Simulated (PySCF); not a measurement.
**Bond length, frequency and bond energy of Al2 by level of theory**

State: triplet, unpaired electrons σ ↑, π ↑. Set-up: PySCF, no relativity, basis sets Al def2-SVPD. De refers to Al + Al in their high-spin ground configurations, without counterpoise correction. The functionals are run spin-unrestricted.

```json
{"Level": "UHF", "Re (Å)": "2.754", "ωe (cm⁻¹)": "276", "De (eV)": "0.78", "CPU s a point (SCF and correlation, without the integrals)": "0.082"}
{"Level": "UHF-MP2", "Re (Å)": "2.711", "ωe (cm⁻¹)": "291", "De (eV)": "1.23", "CPU s a point (SCF and correlation, without the integrals)": "0.13"}
{"Level": "UHF-SCS-MP2", "Re (Å)": "2.705", "ωe (cm⁻¹)": "295", "De (eV)": "1.11", "CPU s a point (SCF and correlation, without the integrals)": "n/a"}
{"Level": "UHF-CCSD", "Re (Å)": "2.719", "ωe (cm⁻¹)": "282", "De (eV)": "1.16", "CPU s a point (SCF and correlation, without the integrals)": "n/a"}
{"Level": "UHF-CCSD(T)", "Re (Å)": "2.718", "ωe (cm⁻¹)": "282", "De (eV)": "1.25", "CPU s a point (SCF and correlation, without the integrals)": "1"}
{"Level": "PBE", "Re (Å)": "2.756", "ωe (cm⁻¹)": "261", "De (eV)": "1.65", "CPU s a point (SCF and correlation, without the integrals)": "0.42"}
{"Level": "BP86", "Re (Å)": "2.762", "ωe (cm⁻¹)": "256", "De (eV)": "1.58", "CPU s a point (SCF and correlation, without the integrals)": "0.3"}
{"Level": "r²SCAN", "Re (Å)": "2.738", "ωe (cm⁻¹)": "272", "De (eV)": "1.62", "CPU s a point (SCF and correlation, without the integrals)": "0.64"}
{"Level": "PBE0", "Re (Å)": "2.731", "ωe (cm⁻¹)": "275", "De (eV)": "1.54", "CPU s a point (SCF and correlation, without the integrals)": "0.64"}
{"Level": "M06", "Re (Å)": "2.717", "ωe (cm⁻¹)": "272", "De (eV)": "1.52", "CPU s a point (SCF and correlation, without the integrals)": "0.68"}
{"Level": "HSE06", "Re (Å)": "2.734", "ωe (cm⁻¹)": "273", "De (eV)": "1.54", "CPU s a point (SCF and correlation, without the integrals)": "0.55"}
{"Level": "MN15", "Re (Å)": "2.718", "ωe (cm⁻¹)": "268", "De (eV)": "1.73", "CPU s a point (SCF and correlation, without the integrals)": "0.69"}
```

Problem. Which functional lies closest to UHF-CCSD(T) in De, which farthest, and by how much do they differ from it?

Solution. Closest is M06 (-0.1 pm in Re, -3.5 % in ωe, +0.27 eV in De against UHF-CCSD(T) in the same basis), farthest MN15 (+0.0 pm in Re, -5.0 % in ωe, +0.48 eV in De). CCSD(T) converges more slowly with the basis than the functionals do and binds too weakly in this one, so the order can change at the basis-set limit.

Problem. What does a quarter of exact exchange do here, going from PBE to PBE0?

Solution. PBE0 less PBE: -2.5 pm in Re, +5.4 % in ωe, -0.11 eV in De. Exact exchange removes part of the self-interaction that spreads semilocal densities, and in most molecules shortens and stiffens the bond and lowers De; so it does here.

Problem. What does the step from GGA to meta-GGA do here, going from PBE to r²SCAN?

Solution. r²SCAN less PBE: -1.8 pm in Re, +4.2 % in ωe, -0.03 eV in De. 

Correlated steps freeze 10 core orbitals. Correlated levels converge slowly with the basis: in double zeta they bind strong bonds too weakly, by up to about 1 eV, and carry superposition errors of some tenths. The state is the lowest determinant that a PBE0 search found; another state may lie lower at other levels.

The whole job (state search and all levels along the bond) took about 1.4 min on 1 thread of Arm Neoverse V2 (shared host), peak memory 0.6 GiB.
